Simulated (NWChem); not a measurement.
nitrous oxide (N2O); SMILES [N+]([O-])#N

Program: NWChem. Pople sets run with spherical d functions. All runs use the structure optimised with PBE-D3(BJ)/def2-SVP. Level: M05-2X/6-31G* with SMD (1 M gas to 1 M solution), gas-phase geometry.

Problem. Estimate the computed values for solvent 1-propanol. Quantities: solvation free energy (kcal/mol); cavity-dispersion-structure term (kcal/mol); dipole in solution (D).

Solution. 
| Property | Result |
|---|---|
| solvation free energy (kcal/mol) | 2.6 |
| cavity-dispersion-structure term (kcal/mol) | 4.4 |
| dipole in solution (D) | 0.22 |
